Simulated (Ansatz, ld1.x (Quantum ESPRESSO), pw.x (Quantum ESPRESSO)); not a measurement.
## cadmium (Cd): one change to the TM potential, in the atom and in the bcc crystal

Cd (Z = 48), norm-conserving Troullier–Martins (Kleinman–Bylander form), made with ld1.x (Quantum ESPRESSO) 7.5 (PBEsol, scalar-relativistic). Core [Kr], reference 4d10 5s2 5p0. Waves: 5p (bound, empty): rc 2.70 bohr; 4d (bound): rc 1.60 bohr; 5s (bound): rc 1.70 bohr. Local part: the s channel. Core correction: Bessel-smoothed model core inside 1.40 bohr.

Change: all radii but the core radius scaled by about 1.38 (s 2.34, p 3.72, d 2.20 bohr).

Cutoffs, loose and tight: the cutoffs (Ry, on a coarse ladder) from which the occupation-weighted sum of valence levels, in a spherical-Bessel basis at the reference potential, stays within 10 and 1 mRy of its value at 400 Ry. They do not see the model core or the augmentation charge, which bear on the density cutoff. Test errors are all-electron minus pseudo excitation energies from the reference, over the configurations 4d10 5s1 5p0; 4d10 5s0 5p0; 4d9 5s0 5p0; 4d10 5s1.5 5p0; 4d9 5s2 5p1; 4d10 5s0 5p2; 4d10 5s1 5p1; variants that change the core or the reference have their own tests.

Crystal test: bcc Cd in pw.x 7.5, no spin, 13³ k-points, Fermi–Dirac smearing 0.01 Ry, cutoffs set for each file from its atomic test. The reference is all-electron LAPW (Ansatz 0.2.0) with the same functional, mesh and smearing; V0 and B0 come from Birch–Murnaghan fits to the pressures at five volumes. Errors are pseudo minus all-electron; Δ is the rms difference of the E(V) curves that follow from these fits, minima aligned, over ±6 % about the mean V0. Mesh and smearing are coarse, so the numbers serve the comparison and aren't converged zero-temperature values; the lattice is a test structure that the element need not adopt.

All-electron: a0 = 3.496 Å (V0 = 21.36 Å³/atom), B0 = 53.6 GPa.

**Question.** Does the change bring the crystal closer to the all-electron result?

**Answer.** The mean pressure error goes from +1.23 to +1.84 GPa, so the change moves the solid further from the all-electron pressures.

| quantity | base | changed |
| --- | --- | --- |
| outcome (atom) | generated | generated |
| cutoff, loose (atom) | 70 Ry | 50 Ry |
| cutoff, tight (atom) | 120 Ry | 90 Ry |
| bound ghosts (atom) | none | none |
| largest test error (meV) (atom) | -237 | -225 |
| cutoffs in pw.x (Ry) | 145/580 | 110/440 |
| a0 (Å) | 3.521 | 3.531 |
| a0 error (%) | +0.71 | +1.02 |
| B0 error (%) | -2.4 | -2.1 |
| Δ (meV/atom) | 5.3 | 7.7 |
| mean pressure error (GPa) | +1.23 | +1.84 |

Base: This is a poor potential for the solid. Changed file: The largest radius (3.72 bohr) exceeds half the bond length (2.85 bohr), so the spheres overlap, which is one possible source of error among others. This is a poor potential for the solid. The atomic cutoffs weigh occupied waves only.
